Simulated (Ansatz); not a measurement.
# FH: ladder of basis sets, by script

Wanted for FH: a ladder of basis sets.

Program: Ansatz 0.2.0 through its Python package. The levels of theory stand in the script. These are calculated values, not measurements.

### Step 1. Starting point

Bond lengths: F1–H2 0.933 Å.

The script holds or builds the structure itself.

### Step 2. The code

fh.py reads:

```python
"""Basis-set convergence for FH."""

import ansatz


def main() -> None:
    system = (
        ansatz.Crystal.molecule()
        .atom("F", [-0.39537, 0.14653, -0.19903])
        .atom("H", [0.39537, -0.14653, 0.19903])
    )

    base = system.calculation().correlation("ccsd_t")

    energies = {}
    for basis in ["cc-pVDZ", "cc-pVTZ", "cc-pVQZ"]:
        data = base.basis(gaussian=basis).run(threads=1, backend="cpu").report
        size = data["n_frozen"] + data["n_occupied"][0] + data["n_virtual"][0]
        energies[basis] = (data["reference_energy_ev"] / 27.211386246, data["free_energy_ev"] / 27.211386246)
        print(f"{basis:14s} {size:4d} orbitals  reference {energies[basis][0]:14.6f} Ha  total {energies[basis][1]:14.6f} Ha")

    # correlation energy at the basis limit from E(X) = E + A / X^3
    small, large = (energies[b][1] - energies[b][0] for b in ("cc-pVTZ", "cc-pVQZ"))
    limit = (4 ** 3 * large - 3 ** 3 * small) / (4 ** 3 - 3 ** 3)
    print(f"correlation energy: {small:.6f} and {large:.6f} Ha, extrapolated {limit:.6f} Ha")
    print(f"share caught by the larger set: {100 * large / limit:.1f} %")


if __name__ == "__main__":
    main()
```

### Step 3. The calls as engine input

The engine receives this input (first run):

```yaml
crystal:
  periodic: [false, false, false]
  atoms:
    - { symbol: F, position_ang: [-0.39537, 0.14653, -0.19903] }
    - { symbol: H, position_ang: [0.39537, -0.14653, 0.19903] }
basis:
  gaussian:
    orbitals: cc-pVDZ
correlation:
  method: ccsd_t
```

### Step 4. Launch

Command:

```
> python fh.py
```

Standard output:

```text
cc-pVDZ          19 orbitals  reference    -100.018566 Ha  total    -100.227983 Ha
cc-pVTZ          44 orbitals  reference    -100.057031 Ha  total    -100.338102 Ha
cc-pVQZ          85 orbitals  reference    -100.066672 Ha  total    -100.372894 Ha
correlation energy: -0.281071 and -0.306222 Ha, extrapolated -0.324574 Ha
share caught by the larger set: 94.3 %
```

It took 1.8 s on 1 thread of Arm Neoverse V1, shared host; peak memory 0.27 GiB.

### Step 5. What changed from run to run

The engine's inputs for the other runs:

Run 2, against run 1:

```diff
@@ -8 +8 @@
-    orbitals: cc-pVDZ
+    orbitals: cc-pVTZ
```

Run 3, against run 1:

```diff
@@ -8 +8 @@
-    orbitals: cc-pVDZ
+    orbitals: cc-pVQZ
```

Lines on the test bed's own set-up are left out of the output.

### Step 6. The runs side by side

One row for each of the 3 runs:

| run | basis | energy (eV) | iterations in all | CPU time (s) |
| --- | --- | --- | --- | --- |
| 1 | cc-pVDZ | -2727.3424 | 18 | 0.11 |
| 2 | cc-pVTZ | -2730.3388 | 18 | 0.25 |
| 3 | cc-pVQZ | -2731.2856 | 18 | 0.99 |

Correlation energies (total less mean field):

| basis | correlation (eV) | share of the last | miss against the last (eV) | CPU time (s) |
| --- | --- | --- | --- | --- |
| cc-pVDZ | -5.699 | 68.4 % | +2.634 | 0.11 |
| cc-pVTZ | -7.648 | 91.8 % | +0.684 | 0.25 |
| cc-pVQZ | -8.333 | 100.0 % | +0.000 | 0.99 |

### Step 7. Results

| quantity | value |
| --- | --- |
| extrapolated correlation energy | -0.324574 Ha |
| runs compared | 3 |
| correlation energy, last run | -8.333 eV |

Against cc-pVDZ: cc-pVTZ -110.1 mHa and cc-pVQZ -144.9 mHa. The last step alone is -34.79 mHa. Notes:
- The drop along the ladder measures the basis error, and is no property of the molecule.
- The geometry is a force-field or estimated start, not a minimum of this method, and the last set is no limit. Much of the fall in a total is atomic energy, which cancels in bond and reaction energies.
- Inner cores stay frozen, so this is valence correlation.
- An extrapolation from small basis sets is rough.
